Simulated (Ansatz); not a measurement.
# BC+ (quintet): wave-function methods side by side, def2-TZVPP

The task here is to estimate one member of a computed series from the others.

Computed with Ansatz 0.2.0, Gaussian basis. Level: def2-TZVPP, core rule «outside noble gas», up to 2 orbitals frozen.

Plan: UHF; ROHF; CCSD(T) on UHF.

### What is computed

The geometry is a PBE0/def2-TZVP stationary point (not a proven minimum) of the parent state, kept for this charge and spin.

2 atoms, charge 1, spin multiplicity 5.

Atoms are counted from 1 here; the program's logs count them from 0.

Bond lengths: B1–C2 1.478 Å.

Set-up of the first run:

File in.yaml:

```yaml
crystal:
  periodic: [false, false, false]
  atoms:
    - {symbol: B, position_ang: [0.000000, 0.000000, 0.000000]}
    - {symbol: C, position_ang: [0.000000, 0.000000, 1.478400]}
basis:
  gaussian: {orbitals: def2-TZVPP}
total_charge: 1
magnetization: {spin_polarized: true, initial_magnetization: 4}
hamiltonian: {xc: hf}
output: {orbitals: {seedname: orbitals}}
```

Run with:

```
$ ansatz run in.yaml --threads 1 --pin off --events-out ev --progress --plain --max-ram 2816MiB --backend cpu
```

Steps of the session up to this table: UHF; ROHF; CCSD(T) on UHF.

One table of the session follows, with a row left open; its other results are not shown here.

It belongs to the step «Misses and costs». 

| method | from UCCSD(T) (kcal/mol) |
| --- | --- |
| ROHF | +77.00 |
| UHF | +76.30 |
| UMP2 | ? |
| UCCSD | +3.01 |
| UCCSD(T) | 0 |

Q: Estimate the row for UMP2 from the others.

As computed: from UCCSD(T) (kcal/mol): +15.49. In the column «from UCCSD(T) (kcal/mol)» it lies between UCCSD (+3.01) and UHF (+76.30).
